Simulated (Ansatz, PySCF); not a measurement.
Pulling on the Si1–H2 bond in SiH2 (SMILES [SiH2]) (multiplicity 1 held, fragments rigid). Energies count from the point at 1.523 Å.
Geometry at that point (charge 0, multiplicity 1):
```xyz
3

Si     0.0142    -0.0009     0.1321
H     -0.1123    -1.0850    -0.9304
H     -0.0862     1.0971    -0.9190
```

U- levels take the lowest unrestricted solution at each point, which mixes spins at long bonds. Active spaces are followed from a long bond inwards. Left out are points that failed, MP2 points in a non-variational dive below the minimum, coupled-cluster points behind a sign of a changed root (a jump of the amplitudes, or a one-step jump against full CI or MRCI), small-basis points behind a change of solution, and semi-empirical points at long bonds. Levels need not reach the same state.

Frozen-core correlation. Rows in 6-31G* carry no dispersion term and start afresh at each structure (6-31G* with six Cartesian d functions).

Codes used: Ansatz (an electronic-structure program); PySCF for 6-31G* rows. Values without a source in brackets are computed.

Energies in kcal/mol.

```
R (Å)  R-HF/6-31G*  U-HF/cc-pV(T+d)Z  CASSCF(2,2)/cc-pV(T+d)Z  SC-NEVPT2 on CASSCF(2,2)/cc-pV(T+d)Z  FIC-MRCISD+Q on CASSCF(2,2)/cc-pV(T+d)Z
-----  -----------  ----------------  -----------------------  ------------------------------------  ---------------------------------------
1.219         26.9              24.7                     27.8                                  26.7                                     25.8
1.371          4.7               4.1                      5.9                                     ?                                      4.9
1.523          0.0               0.0                      0.0                                   0.0                                      0.0
1.676          4.4               4.4                      2.4                                   2.9                                      3.4
1.828         13.1              13.1                      8.8                                     ?                                     10.8
2.056         29.3              29.4                     21.1                                     ?                                     24.5
2.285         46.0              44.0                     33.5                                  35.8                                     38.2
2.666         71.9              54.8                     50.2                                  53.2                                     56.6
3.046         94.1              58.5                     60.6                                  64.0                                     68.1
3.503        115.8              59.8                     66.5                                  70.3                                     74.8
4.113        137.6              60.3                     69.0                                  73.0                                     77.5
4.874     left out              60.4                     69.6                                  73.6                                     78.2
```

Some entries are withheld; supply them.


- 1.828, SC-NEVPT2 on CASSCF(2,2)/cc-pV(T+d)Z: 9.8
- 2.056, SC-NEVPT2 on CASSCF(2,2)/cc-pV(T+d)Z: 22.9
- 1.371, SC-NEVPT2 on CASSCF(2,2)/cc-pV(T+d)Z: 5.4

Doubts at one or more of the structures used: a restricted determinant that unrestricted orbitals would lower (R-HF/6-31G*); a spin-contaminated determinant (U-HF/cc-pV(T+d)Z).
